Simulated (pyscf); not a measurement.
Insertion: O=Sn: (SMILES [O]=[Sn]) [singlet] + NH₃ (SMILES N) → H₂N–SnH=O (SMILES [NH2][SnH]=[O])

Gas phase, singlet surface, charge 0. Bonds broken: N3–H4. Bonds formed: Sn1–N3, Sn1–H4. Structures and frequencies: ωB97X-D3(BJ)/def2-SVP in PySCF. Correlated levels are frozen-core, on RHF or UHF. ΔMP2 is the change of the MP2 total energy from the triple- to the quadruple-zeta basis.

Transition state (Å):

```xyz
6

Sn     0.3015     0.9985    -0.9158
O      1.7222     1.2118    -2.0502
N      0.3735    -0.5436     0.5926
H     -1.0152     0.1177    -0.1156
H      0.8921    -1.4247     0.6732
H      0.1771    -0.1992     1.5364
```

One imaginary mode, 1373i cm⁻¹; descent along it reached the two sides named, in the forms told below.

| bond | change | reactant side (Å) | saddle | product side |
|---|---|---|---|---|
| N3–H4 | breaks | 1.020 | 1.693 | 2.9 |
| Sn1–N3 | forms | 2.520 | 2.158 | 1.985 |
| Sn1–H4 | forms | 3.2 | 1.775 | 1.705 |

Electronic energies relative to the separated reactants (kcal/mol):

| level | barrier | reaction energy | reverse barrier |
|---|---|---|---|
| ωB97X-D3(BJ)/def2-TZVP | 65.0 | +19.6 | 45.4 |
| PBE/def2-TZVP | 56.1 | +26.0 | 30.1 |
| r²SCAN/def2-TZVP | 57.5 | +23.0 | 34.5 |
| B3LYP-D3(BJ)/def2-TZVP | 63.6 | +26.9 | 36.8 |
| PBE0-D3(BJ)/def2-TZVP | 61.0 | +22.6 | 38.4 |
| M06-2X/def2-TZVP | 63.3 | +19.0 | 44.3 |
| ωB97M-D3(BJ)/def2-TZVP | 67.9 | +25.2 | 42.7 |
| HF/def2-TZVP | 84.8 | +24.0 | 60.7 |
| MP2/def2-QZVPP | 67.6 | +30.1 | 37.5 |
| CCSD/def2-TZVPP | 70.6 | +25.7 | 44.9 |
| CCSD(T)/def2-TZVPP | 66.6 | +26.7 | 39.9 |
| CCSD(T)/def2-TZVPP + ΔMP2(QZVPP) | 65.7 | +26.5 | 39.2 |

With CCSD(T)/def2-TZVPP + ΔMP2(QZVPP) energies and thermal terms (ideal gas, 1 atm, RRHO with modes under 100 cm⁻¹ raised to 100, one conformer, R ln 2 for rigid chiral ones), in kcal/mol:

| T (K) | ΔH‡ | ΔG‡ | ΔH | ΔG |
|---|---|---|---|---|
| 298 | 61.9 | 70.4 | +24.1 | +32.2 |
| 600 | 62.4 | 78.7 | +25.2 | +40.0 |
| 900 | 63.2 | 86.7 | +26.5 | +47.1 |
| 1200 | 64.0 | 94.5 | +27.7 | +53.8 |

On the reactant side the descent ends in an adduct with a N–Sn contact, 15.3 kcal/mol under the separated species and 80.3 kcal/mol under the saddle at ωB97X-D3(BJ)/def2-TZVP. What is counted as formed (N–Sn) is already present as a longer contact in the reactant adduct; forming that adduct is a step of its own. The same reactants have a lower exit, to H₂N–Sn:–OH [singlet] (barrier -4.3 kcal/mol at ωB97M-D3(BJ), against +67.9 kcal/mol here). H₂N–SnH=O lies 62.7 kcal/mol over its isomer H₂N–Sn:–OH [singlet], and others may lie lower still (electronic energy, ωB97M-D3(BJ)). One saddle was located; it need not be the lowest between these sides. The CCSD(T) − MP2 part came from Ansatz, without density fitting, on the same reference. The largest closed-shell T1 diagnostic is 0.033, which may signal static correlation. The frozen core leaves the outer d or s,p core shells of the metals and heavy elements correlated in the MP2 and CC values, and def2-TZVPP describes them poorly, which can shift differences by a few kcal/mol. Elements past Kr carry the def2 core potentials, without spin-orbit coupling.
